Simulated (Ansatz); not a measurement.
C3H5NO can be A, `NC1(O)C=C1`, or B, `CC1=C(O)N1`.

Computed with Ansatz on PBE0-D4/def2-TZVP structures; ΔE is electronic, products minus reactants. CCSD(T)/CBS adds triple-zeta CCSD(T) − MP2 to the extrapolated MP2 energy (def2 sets, frozen cores). Functionals use def2-TZVPP. B3LYP here is the variant with VWN-RPA as its local correlation; programs differ in this. One conformer a species, not always the lowest.

A:

```xyz
10

N     1.0871    0.8660   -0.0281
C     0.0990   -0.1590    0.1641
O     0.5644   -1.0644    1.1221
C    -0.7699   -0.6094   -0.9345
C    -1.3579    0.0057    0.0533
H     0.8206    1.4876   -0.7793
H     1.1966    1.4146    0.8175
H     1.5102   -1.1587    0.9635
H    -0.8687   -1.1270   -1.8769
H    -2.2814    0.3446    0.4982
```

B:

```xyz
10

C     0.572    1.225   -0.937
C     0.098    0.099   -0.147
C    -0.623   -0.840    0.317
O    -1.580   -1.746    0.220
N     0.181   -0.311    1.383
H     0.359    2.168   -0.421
H     0.070    1.239   -1.906
H     1.651    1.178   -1.112
H    -1.736   -2.105    1.102
H     1.008   -0.908    1.502
```

Problem. Which isomer does CCSD(T)/CBS put lower? Give the gap. (Best estimate.)

Solution. Computed: A, by 85.3 kJ/mol.

Problem. Give E(B) − E(A) in kJ/mol with B3LYP, MP2/def2-TZVPP, CCSD(T)/def2-SVP, CCSD(T)/def2-TZVPP, B3LYP-D4, LDA (SPW92), B2PLYP. (Best estimate.)

Solution. The calculation gave: B3LYP 70.9, MP2/def2-TZVPP 82.9, CCSD(T)/def2-SVP 82.5, CCSD(T)/def2-TZVPP 81.4, B3LYP-D4 73.5, LDA (SPW92) 76.4, B2PLYP 75.5. None reverses the order clearly.

Problem. Does the order hold for the free energy at 298.15 K (harmonic terms from PBE0-D4)? (An estimate is asked.)

Solution. Ansatz gave: Yes: G(B) − G(A) = +80.2 kJ/mol, for one conformer each.

Largest T1 diagnostic: 0.012.

From BLYP to BHLYP (50 % exact exchange), in def2-TZVPP and without D4, E(B) − E(A) moves by +24.7 kJ/mol. In def2-TZVPP, CCSD(T) changes the Hartree–Fock value by −11.7 kJ/mol (the triples alone add −4.0 kJ/mol) and MP2 by −10.3 kJ/mol.
